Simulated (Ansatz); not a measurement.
Basis-set extrapolation for C₃H₆FN, SMILES `C/C(F)=C/N` (PBE0-D4/def2-TZVP geometry, frozen core, Ansatz). Multiplicity 1, RHF reference.

|  | def2-TZVPP | def2-QZVPP |
| --- | --- | --- |
| HF | -271.073306 | -271.085917 |
| MP2 correlation | -0.955805 | -1.027274 |
| CCSD(T) correlation | -1.026308 | not run |

Energies in hartree. Use E(X) = E(∞) + A·exp(−7.88·√X) for Hartree–Fock and E(X) = E(∞) + B·X^(−2.97) for correlation, with X = 3 and 4, and add CCSD(T) minus MP2 of the smaller set to the MP2 limit.

What is the CCSD(T) energy at the basis-set limit?

HF limit: -271.085917 + (-0.012611) × 0.13774 = -271.08765. MP2 limit: -1.027274 + (-0.071469) × 0.74074 = -1.08021. Higher-order term: -1.026308 − (-0.955805) = -0.07050. Total: -272.23836 hartree, 364.3 kJ/mol below CCSD(T)/def2-TZVPP.
